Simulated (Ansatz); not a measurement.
# CH₃NSi (SMILES NC#[SiH]): single points off equilibrium

One table from this session's results is given with a row withheld; the runs are named, their logs left out.

Computed with Ansatz 0.2.0, Gaussian basis. Level: single points in def2-TZVPP.

Cores are frozen in the correlated methods.

### Starting geometry

SMILES `NC#[SiH]`, 6 atoms, charge 0, spin multiplicity 1.

Atoms are counted from 1 here; the program's logs count them from 0.

Bond lengths: N1–C2 1.349 Å, N1–H4 1.047 Å, N1–H5 1.056 Å, C2–Si3 1.856 Å, Si3–H6 1.480 Å. Angles: C2–N1–H4 143.5°, C2–N1–H5 105.0°, H4–N1–H5 100.2°, N1–C2–Si3 138.1°, C2–Si3–H6 117.3°.

As a file:

| atom | x (Å) | y (Å) | z (Å) |
| --- | --- | --- | --- |
| N1 | -0.6059 | 0.3863 | -1.0287 |
| C2 | 0.0214 | -0.2706 | -0.0307 |
| Si3 | 1.0683 | 0.1361 | 1.4471 |
| H4 | -1.5488 | 0.6471 | -1.4017 |
| H5 | -0.1421 | 0.0446 | -1.9137 |
| H6 | 1.0582 | -0.8264 | 2.5711 |

The first run:

Input file run/in.yaml:

```yaml
crystal:
  periodic: [false, false, false]
  atoms:
    - {symbol: N, position_ang: [-0.605900, 0.386300, -1.028700]}
    - {symbol: C, position_ang: [0.021400, -0.270600, -0.030700]}
    - {symbol: Si, position_ang: [1.068300, 0.136100, 1.447100]}
    - {symbol: H, position_ang: [-1.548800, 0.647100, -1.401700]}
    - {symbol: H, position_ang: [-0.142100, 0.044600, -1.913700]}
    - {symbol: H, position_ang: [1.058200, -0.826400, 2.571100]}
basis:
  gaussian: {orbitals: def2-TZVPP}
correlation: {method: ccsd_t}
output: {forces: true}
```

No record of the launch command was kept for these runs.

Steps of the session up to this table: CCSD(T)/def2-TZVPP; PBE0-D4/def2-TZVPP; wB97M-V/def2-TZVPP; r2SCAN-D4/def2-TZVPP; PBE-D4/def2-TZVPP; CAM-B3LYP-D4/def2-TZVPP; revPBE-D4/def2-TZVPP.

One table of the session follows, with a row left open; its other results are not shown here.

| method | RMS force component (eV/Å) | angle to CCSD(T) forces (°) | dipole (D) |
| --- | --- | --- | --- |
| CCSD(T) | 1.544 | reference | 3.22 |
| PBE0-D4 | 1.620 | 11.7 | 3.16 |
| wB97M-V | 1.610 | 10.3 | 3.17 |
| r2SCAN-D4 | ? | ? | ? |
| PBE-D4 | 1.477 | 10.8 | 3.19 |
| CAM-B3LYP-D4 | 1.647 | 12.2 | 3.13 |
| revPBE-D4 | 1.461 | 9.8 | 3.21 |

Estimate the missing values for r2SCAN-D4.

As computed: RMS force component (eV/Å): 1.583; angle to CCSD(T) forces (°): 8.8; dipole (D): 3.23. In the column «RMS force component (eV/Å)» it lies between CCSD(T) (1.544) and wB97M-V (1.610).
